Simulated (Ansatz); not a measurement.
## HBAl, quartet: the ladder up to full CI

Geometry: a PBE0/def2-TZVP stationary point for this spin, not checked as a minimum.

```xyz
3

B     0.0000    0.0000    0.2519
Al    0.0000    0.0000   -1.6889
H     0.0000    0.0000    1.4370
```

Basis 6-31G; Ansatz 0.2.0. Correlated methods freeze the noble-gas cores, which leaves 7 electrons in 18 orbitals. R marks a restricted (for open shells ROHF) determinant, U an unrestricted one. Active spaces: pair = (5e, 5o) about the gap; valence = (7e, 9o) chosen from the atoms' valence shells.

Full CI is exact within this basis and frozen core; it isn't the basis-set limit. The frozen core follows each run's orbitals, which can shift R against U totals by a few meV.

For open shells CISD and CISDTQ are restricted-active-space CI with the open shells as a complete middle space.

The UHF ⟨S²⟩ is 3.759 and the T1 diagnostic (RCCSD) is 0.0346. The largest doubles amplitude (RCCSD) is 0.106 and the T1 diagnostic (UCCSD) is 0.0246.

```csv
level,E − E(full CI) (kJ/mol),share of correlation (%),wall time
RHF,234.2,0.00,–
UHF,228.4,2.46,–
RMP2,64.7,72.37,–
UMP2,62.4,73.36,–
CISD,16.1,93.13,0.66 s
RCCSD,9.9,95.77,–
UCCSD,9.6,95.89,–
RCCSD(T),3.1,98.68,0.48 s
UCCSD(T),3.0,98.73,0.48 s
BCCD(T),3.2,98.63,0.57 s
RCCSDT,0.9,99.62,–
UCCSDT,0.8,99.65,–
CISDTQ,0.3,99.88,4.8 s
RCCSDT(Q),0.2,99.91,2.1 s
UCCSDT(Q),0.2,99.93,1.9 s
RCCSDTQ,0.0,99.98,12 s
UCCSDTQ,0.0,100.00,12 s
CASSCF (pair space),195.5,16.53,–
MRCISD (pair space),16.4,92.99,–
MRCISD+Q (pair space),2.0,99.16,1.3 s
CASSCF (valence space),56.0,76.10,–
NEVPT2 (valence space),17.1,92.69,2.2 s
MRCISD (valence space),1.6,99.31,–
MRCISD+Q (valence space),0.7,99.70,3.5 s
```

The correlation energy at full CI, counted from RHF, is -2.427 eV. That run took 3.7 s on 1 thread of Arm Neoverse V1, shared host over 331,072 determinants.

Times hold each run's SCF and search for its determinant on a shared host, so for small cases they say little of a method's own cost; they ran on 1 thread of Arm Neoverse V1.

The full-CI state has the irrep A2 of C2v, in the program's axes (one component, if the state is degenerate).

Natural occupations of full CI about the gap: 1.964 1.936 1.002 0.970 0.970 0.043 0.043 0.029 0.019 0.007; effectively unpaired electrons, Σ n²(2−n)², 3.04.
